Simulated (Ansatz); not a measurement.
Rock-salt LiCl was calculated with G0W0@HSE06 in Ansatz (hard PAW, contour deformation).

The cell has the measured lattice parameters. Conventional cell: a = 5.1399 Å, b = 5.1399 Å, c = 5.1399 Å, α = 90.00°, β = 90.00°, γ = 90.00°.

The quasiparticle gap at Γ at a fixed k mesh 4×4×4:

```
response cutoff          value (eV)
-----------------------  ----------
150 eV, 260 empty bands       9.444
200 eV, 401 empty bands       9.506
250 eV, 560 empty bands       9.545
300 eV, 736 empty bands       9.567
```

Taking the value to converge with the response cutoff E as E^(−3/2), extrapolate from the last two rows.

With y = y∞ + c/w and weights w = 3953 and 5196 for the last two rows, y∞ = (w2 y2 − w1 y1)/(w2 − w1) = (5196 × 9.567 − 3953 × 9.545)/1243 = 9.637 eV, which lies 0.070 beyond the last row. Successive pairs of rows give 9.621, 9.643, 9.637. The limit also hangs on the law assumed, so its last digits aren't firm.

The other settings are not extrapolated, so this is the limit in one setting alone.

Note: GW on a hybrid start was not checked against another program.

Ansatz is a quantum-chemistry and plane-wave program.
